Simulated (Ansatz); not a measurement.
## How far each method lies from full CI for GeH⁺, singlet

Geometry: a PBE0/def2-TZVP stationary point for this spin.

```xyz
2

Ge    0.0000    0.0000    0.0000
H     0.0000    0.0000    1.5886
```

Basis cc-pVQZ; Ansatz 0.2.0. Only valence electrons are correlated (noble-gas cores and the filled d shells of p-block atoms frozen), which leaves 4 electrons in 84 orbitals. R marks a restricted (for open shells ROHF) determinant. Active spaces: valence = (4e, 5o) chosen from the atoms' valence shells. No spin–orbit coupling is included, and no scalar relativity.

Full CI is exact within this basis and frozen core; it isn't the basis-set limit.

The UHF ⟨S²⟩ is 0.000, the T1 diagnostic (RCCSD) is 0.0105 and the largest doubles amplitude (RCCSD) is 0.067.

| level | E − E(full CI) (mEh) | share of correlation (%) | wall time |
| --- | --- | --- | --- |
| RHF | 89.48 | 0.00 | – |
| RMP2 | 20.31 | 77.30 | – |
| RCCSD | 1.81 | 97.98 | – |
| RCCSD(T) | 0.35 | 99.61 | 6.5 s |
| BCCD(T) | 0.35 | 99.61 | 2.5 s |
| RCCSDT | 0.06 | 99.94 | – |
| RCCSDT(Q) | 0.01 | 99.99 | 13 s |
| CASSCF (valence space) | 41.66 | 53.45 | – |
| NEVPT2 (valence space) | 11.93 | 86.67 | 5.5 s |

The correlation energy at full CI, counted from RHF, is -2.435 eV. That run took 26 s on 1 thread of Arm Neoverse V1, shared host over 3,068,596 determinants.

Times hold each run's SCF and search for its determinant on a shared host, so for small cases they say little of a method's own cost; they ran on 1 thread of Arm Neoverse V1.

The full-CI state has the irrep A1 of C2v, in the program's axes (one component, if the state is degenerate).

Natural occupations of full CI about the gap: 1.951 1.903 0.040 0.040 0.031 0.009 0.009 0.005 0.004 0.002; effectively unpaired electrons, Σ n²(2−n)², 0.06.
